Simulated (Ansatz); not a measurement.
# CH₅N (singlet): the correlation ladder, 6-31G

One table from this session's results is given with a row withheld; the runs are named, their logs left out.

Computed with Ansatz 0.2.0, Gaussian basis. Level: 6-31G, core rule «outside noble gas», up to 2 orbitals frozen.

The runs, in order: UHF; CCSD(T) on RHF; BCCD(T) on RHF; CISD; CCSDT(Q) on RHF; CISDTQ; CCSDTQ on RHF; CASSCF and MRCISD+Q, 14 electrons in 13 orbitals; CASSCF and NEVPT2, 14 electrons in 13 orbitals.

14 further runs of the same task are left out: 1 that didn't finish, 13 set aside as unsound or not needed.

## What is computed

The geometry is an MP2(full)/6-31G* stationary point (not a proven minimum).

7 atoms, charge 0, spin multiplicity 1.

Atoms are counted from 1 here; the program's logs count them from 0.

Bond lengths: C1–N2 1.464 Å, C1–H3 1.100 Å, C1–H6 1.092 Å, C1–H7 1.092 Å, N2–H4 1.018 Å, N2–H5 1.018 Å. Angles: N2–C1–H3 115.4°, N2–C1–H6 108.8°, N2–C1–H7 108.8°, H3–C1–H6 108.0°, H3–C1–H7 108.0°, H6–C1–H7 107.5°, C1–N2–H4 109.5°, C1–N2–H5 109.5°, H4–N2–H5 105.9°.

Set-up of the first run:

Input file in.yaml:

```yaml
crystal:
  periodic: [false, false, false]
  atoms:
    - {symbol: C, position_ang: [0.030223, 0.739186, 0.000000]}
    - {symbol: N, position_ang: [0.030223, -0.724852, 0.000000]}
    - {symbol: H, position_ang: [-0.963248, 1.210956, 0.000000]}
    - {symbol: H, position_ang: [-0.479694, -1.064669, 0.812370]}
    - {symbol: H, position_ang: [-0.479694, -1.064669, -0.812370]}
    - {symbol: H, position_ang: [0.571250, 1.091491, 0.880670]}
    - {symbol: H, position_ang: [0.571250, 1.091491, -0.880670]}
basis:
  gaussian: {orbitals: 6-31G}
magnetization: {spin_polarized: true, initial_magnetization: 0}
hamiltonian: {xc: hf}
output: {orbitals: {seedname: orbitals}}
```

Command:

```console
> ansatz run in.yaml --threads 1 --pin off --events-out ev --progress --plain --max-ram 3956MiB --backend cpu
```

Among the steps run: UHF; CCSD(T) on RHF; BCCD(T) on RHF; CISD; CCSDT(Q) on RHF; CISDTQ; CCSDTQ on RHF; CASSCF and MRCISD+Q, 14 electrons in 13 orbitals; CASSCF and NEVPT2, 14 electrons in 13 orbitals.

One of the session's tables, all rows but one given; the rest of the session is left out.

It belongs to the step «Misses and costs». 

| method | from RCCSDTQ (meV) |
| --- | --- |
| RHF | +6389.5 |
| RMP2 | +822.4 |
| CISD | +580.7 |
| RCCSD | +125.4 |
| RCCSD(T) | +19.9 |
| BCCD(T) | +20.2 |
| RCCSDT | +11.0 |
| CISDTQ | +32.2 |
| RCCSDT(Q) | -0.8 |
| RCCSDTQ | 0 |
| CASSCF valence | +2422.1 |
| NEVPT2 valence | ? |
| MRCISD valence | +92.4 |
| MRCISD+Q valence | +12.8 |

Estimate the missing values for NEVPT2 valence.

**Answer.** from RCCSDTQ (meV): +456.5. In the column «from RCCSDTQ (meV)» it lies between RCCSD (+125.4) and CISD (+580.7).
